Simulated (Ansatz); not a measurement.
# AlHS (singlet): wave-function methods side by side at scale of all distances = 2.014, 6-31G

The task here is to estimate one member of a computed series from the others.

Method: 6-31G, core rule «outside noble gas», up to 10 orbitals frozen; program: Ansatz 0.2.0, Gaussian basis.

To be run: UHF; CCSD(T) on RHF; CCSD(T) on UHF; BCCD(T) on RHF; CISD; CCSDT(Q) on RHF; CCSDT(Q) on UHF; CISDTQ; CCSDTQ on RHF; CASSCF and MRCISD+Q, 2 electrons in 2 orbitals; CASSCF and NEVPT2, 2 electrons in 2 orbitals; CASSCF and MRCISD+Q, 10 electrons in 9 orbitals; CASSCF and MRCISD+Q(relaxed), 10 electrons in 9 orbitals; CASSCF and NEVPT2, 10 electrons in 9 orbitals; Full CI; Full CI in the symmetry of the determinant.

19 further runs of the same task are left out: 16 that didn't finish, 3 set aside as unsound or not needed. Runs told in other sessions of the task aren't counted.

**The system**

The geometry derives from a PBE0/def2-TZVP stationary point (not a proven minimum). All distances are scaled together.

3 atoms, charge 0, spin multiplicity 1.

Atoms are counted from 1 here; the program's logs count them from 0.

No contacts short enough for the rule that draws bonds.

As a file:

```xyz
3
charge 0, multiplicity 1
Al    0.00000    0.00000    0.28820
S     0.00000    0.00000   -3.73738
H     0.00000    0.00000    3.44918
```

Set-up of the first run:

Contents of in.yaml:

```yaml
crystal:
  periodic: [false, false, false]
  atoms:
    - {symbol: Al, position_ang: [0.000000, 0.000000, 0.288203]}
    - {symbol: S, position_ang: [0.000000, 0.000000, -3.737380]}
    - {symbol: H, position_ang: [0.000000, 0.000000, 3.449176]}
basis:
  gaussian: {orbitals: 6-31G}
magnetization: {spin_polarized: true, initial_magnetization: 0}
hamiltonian: {xc: hf}
output: {orbitals: {seedname: orbitals}}
```

Launch:

```bash
$ ansatz run in.yaml --threads 1 --pin off --events-out ev --progress --plain --max-ram 2393MiB
```

Steps of the session up to this table: UHF; CCSD(T) on RHF; CCSD(T) on UHF; BCCD(T) on RHF; CISD; CCSDT(Q) on RHF; CCSDT(Q) on UHF; CISDTQ; CCSDTQ on RHF; CASSCF and MRCISD+Q, 2 electrons in 2 orbitals; CASSCF and NEVPT2, 2 electrons in 2 orbitals; CASSCF and MRCISD+Q, 10 electrons in 9 orbitals; CASSCF and MRCISD+Q(relaxed), 10 electrons in 9 orbitals; CASSCF and NEVPT2, 10 electrons in 9 orbitals; Full CI; Full CI in the symmetry of the determinant.

One table of the session follows, with a row left open; its other results are not shown here.

It belongs to the step «Misses and costs». 

| method | from FCI (kcal/mol) |
| --- | --- |
| CASSCF pair | +58.87 |
| NEVPT2 pair | ? |
| MRCISD pair | +7.08 |
| MRCISD+Q pair | -0.05 |
| CASSCF valence | +25.10 |
| NEVPT2 valence | +8.50 |
| MRCISD valence | +1.50 |
| MRCISD+Q valence | +0.72 |
| MRCISD+Q(relaxed) valence | -0.05 |
| FCI | 0 |

Q: Estimate the row for NEVPT2 pair from the others.

The run gave: from FCI (kcal/mol): +19.63. In the column «from FCI (kcal/mol)» it lies between NEVPT2 valence (+8.50) and CASSCF valence (+25.10).

Left out of the table: RHF, UHF, RMP2, UMP2, CISD, RCCSD, UCCSD, RCCSD(T), UCCSD(T), BCCD(T), RCCSDT, UCCSDT, CISDTQ, RCCSDT(Q), UCCSDT(Q), RCCSDTQ (another determinant or state than the rows shown). UCCSDT(Q) lies 0.29 eV below the table's zero, so the state tabled may not be the lowest.

To keep in mind: The determinant of HF (⟨S²⟩ 2.00) is far from a pure spin state, so its energy mixes those of several spin states; that is harmless only where they are near-degenerate. The determinant of CCSD(T) (⟨S²⟩ 1.66) is far from a pure spin state, so its energy mixes those of several spin states; high orders of coupled cluster remove much of that, low ones don't. The determinant of CCSDT(Q) (⟨S²⟩ 1.66) is far from a pure spin state, so its energy mixes those of several spin states; high orders of coupled cluster remove much of that, low ones don't. MRCISD+Q pair, MRCISD+Q(relaxed) valence fall below full CI: the +Q correction isn't variational, and the cores differ from full CI's.
